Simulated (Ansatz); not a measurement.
C$_{4}$H$_{4}$FN (`Fc1ccc[nH]1`) from Hartree–Fock to CCSD(T)

```xyz
10

F     0.891   -2.007    1.061
C     0.477   -0.908    0.449
C     1.122   -0.077   -0.416
C     0.177    0.935   -0.743
C    -0.982    0.672   -0.068
N    -0.785   -0.472    0.667
H     2.135   -0.183   -0.766
H     0.341    1.768   -1.408
H    -1.925    1.193   -0.044
H    -1.451   -0.922    1.268
```

The species carries charge 0 and has multiplicity 1. Geometry: relaxed with PBE0-D4/def2-TZVP. Frozen core, restricted reference, Ansatz. CBS rows extrapolate triple and quadruple zeta; past MP2 they add the triple-zeta difference.

| basis | HF (Eh) | MP2 corr. |
| --- | --- | --- |
| def2-SVP | -307.42580 | -0.86606 |
| def2-TZVPP | -307.78223 | -1.08053 |
| def2-QZVPP | -307.79564 | -1.15938 |

**Question.** Estimate the CCSD correlation energy and the (T) correction in each basis where they were run (hartree).

**Answer.** 
```
     basis  CCSD corr.       (T)
  def2-SVP    -0.89496  -0.03190
def2-TZVPP    -1.09456  -0.05050
 CBS(def2)    -1.23183     as TZ
```
